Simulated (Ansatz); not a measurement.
## C3H2Cl (charge +1), SMILES Clc1c[cH+]1: a rigid scan of one bond length, step by step

Computed with the Python package of Ansatz (0.2.0).

Input file `c3h2cl.xyz`:
```text
6

Cl    1.81050   -0.45070   -0.69290
C     0.70660    0.18720    0.42270
C    -0.39670    0.82590    0.04920
C    -0.54630   -0.36300    0.80880
H    -0.64240    1.07650   -0.96730
H    -0.93170   -1.27600    0.37940
```

Run as a notebook:

**Cell 1**
```python
import ansatz
import numpy as np

mol = ansatz.Crystal.molecule_from_extxyz("c3h2cl.xyz")

symbols = [site.symbol for site in mol.cartesian_sites]
start = np.array([site.position_ang for site in mol.cartesian_sites])
axis = (start[5] - start[3]) / np.linalg.norm(start[5] - start[3])
moving = [5]
lengths, energies = [0.95, 0.994, 1.037, 1.08, 1.123, 1.166, 1.21, 1.274], []
for length in lengths:
    xyz = start.copy()
    xyz[moving] += (length - np.linalg.norm(start[5] - start[3])) * axis
    point = ansatz.Crystal.molecule()
    for symbol, place in zip(symbols, xyz):
        point = point.atom(symbol, place.tolist())
    base = (
        point.calculation()
        .basis(gaussian="def2-SVP")
        .functional("B3LYP")
        .charge(1)
    )
    report = base.run(threads=1).report
    energies.append(report["free_energy_ev"])
    print(f"r = {length:6.3f} A  E = {energies[-1]:.5f} eV  <S^2> = {abs(report['mean_field']['state']['spin_squared']):.3f}")
```
Output:
```text
r =  0.950 A  E = -15646.25244 eV  <S^2> = 0.000
r =  0.994 A  E = -15646.53923 eV  <S^2> = 0.000
r =  1.037 A  E = -15646.70374 eV  <S^2> = 0.000
r =  1.080 A  E = -15646.77817 eV  <S^2> = 0.000
r =  1.123 A  E = -15646.78188 eV  <S^2> = 0.000
r =  1.166 A  E = -15646.73046 eV  <S^2> = 0.000
r =  1.210 A  E = -15646.63379 eV  <S^2> = 0.000
r =  1.274 A  E = -15646.43509 eV  <S^2> = 0.000
```

**Cell 2**
```python
# quartic fit about the minimum
fit = np.polynomial.Polynomial.fit(lengths, np.array(energies) - min(energies), 4).convert()
roots = [r.real for r in fit.deriv().roots() if abs(r.imag) < 1e-9 and fit.deriv(2)(r.real) > 0]
r_e = min(roots, key=lambda r: abs(r - lengths[int(np.argmin(energies))]))
print(f"minimum of the fit at {r_e:.4f} A, force constant {fit.deriv(2)(r_e):.2f} eV/A^2")
```
Output:
```text
minimum of the fit at 1.1034 A, force constant 33.29 eV/A^2
```

Total energies depend on the basis set; only differences at equal settings carry meaning. The rest of the molecule is held rigid at a force-field or estimated start geometry, and the basis set is modest; single-reference methods fail as a bond breaks. b3lyp holds the VWN-RPA fit, as in Gaussian; the form of ORCA and Turbomole is b3lyp5. The orbitals are restricted, so S² is zero by construction. It ran for 8 s on 1 thread of AMD EPYC 9R14 (Zen 4) (shared host), peak memory 0.2 GiB.
